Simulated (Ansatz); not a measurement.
Compare A (`CC(O)NC=O`) with its isomer B (`COCC(=N)O`).

Isolated molecules relaxed with PBE0-D4/def2-TZVP in Ansatz; ΔE leaves out vibrations. CCSD(T)/CBS is the MP2 limit (def2-TZVPP, def2-QZVPP) plus CCSD(T) − MP2 in def2-TZVPP, frozen cores. Functionals use def2-TZVPP. B3LYP here is the variant with VWN-RPA as its local correlation; programs differ in this. One conformer a species, not always the lowest.

Task: Which isomer does CCSD(T)/CBS put lower? Give the gap. (Best estimate.)

Result: Computed: A, by 17.2 kcal/mol.

Task: Give E(B) − E(A) in kcal/mol with MP2/def2-TZVPP, PBE0-D4, B2PLYP, r2SCAN-D4, HF/def2-TZVPP, B3LYP-D4, CCSD/def2-TZVPP. (An estimate is asked.)

Result: Ansatz gave: MP2/def2-TZVPP 18.4, PBE0-D4 18.3, B2PLYP 18.1, r2SCAN-D4 18.0, HF/def2-TZVPP 17.2, B3LYP-D4 17.7, CCSD/def2-TZVPP 16.7. None reverses the order clearly.

Largest T1 diagnostic: 0.014.
